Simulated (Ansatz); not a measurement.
# Which method gave which barrier?

Saddle point of BH₃S₂, closed shell (BH₃S₂ ([SH][BH][SH]) → BHS ([BH][S]) + H₂S; bonds formed: S2–H4; bonds broken: B1–S2, S3–H4), PBE0-D4/def2-TZVP structure:

B1  (-0.616, -0.011, -0.589)
S2  (0.754, -0.871, 0.584)
S3  (0.071, 1.460, -1.115)
H4  (1.177, 0.472, 0.110)
H5  (-1.628, -0.616, -0.741)
H6  (0.242, -0.434, 1.751)
(Å)

Computed with Ansatz 0.2.0 (basis: def2-TZVPP, with def2-QZVPP for the basis limit); correlated methods freeze the cores. Extrapolation: Hartree–Fock as exp(−7.88 √X), correlation as X^−2.97. Four methods, as single points on the PBE0-D4 structures, gave these electronic barriers from the start structure: 165.9, 180.6, 211.3, 246.9 kJ/mol.

**Question.** The methods were, in alphabetical order, BHLYP-D4, HF, PBE-D4, r2SCAN-D4. Which gave which? (A judgement: the text doesn't fix the answer.)

**Answer.** By the calculation: PBE-D4 165.9; r2SCAN-D4 180.6; BHLYP-D4 211.3; HF 246.9 kJ/mol. For comparison, CCSD(T) at an estimated basis limit (MP2 extrapolated from triple and quadruple zeta, plus CCSD(T) − MP2 in triple zeta) gives 188.6 kJ/mol.

The T1 diagnostic stays at or below 0.018.

Labels in which every atom is bracketed show which atoms are joined, not bond orders.

For scale, one of the runs: CCSD(T)/def2-TZVPP, 157 basis functions, launched by `ansatz run in.yaml --threads 2 --pin off --events-out ev --progress --plain --max-ram 4352MiB`. Hardware: 2 CPU threads of an Arm Neoverse N1, shared host. Wall time 24 s; peak host memory 1 GiB.
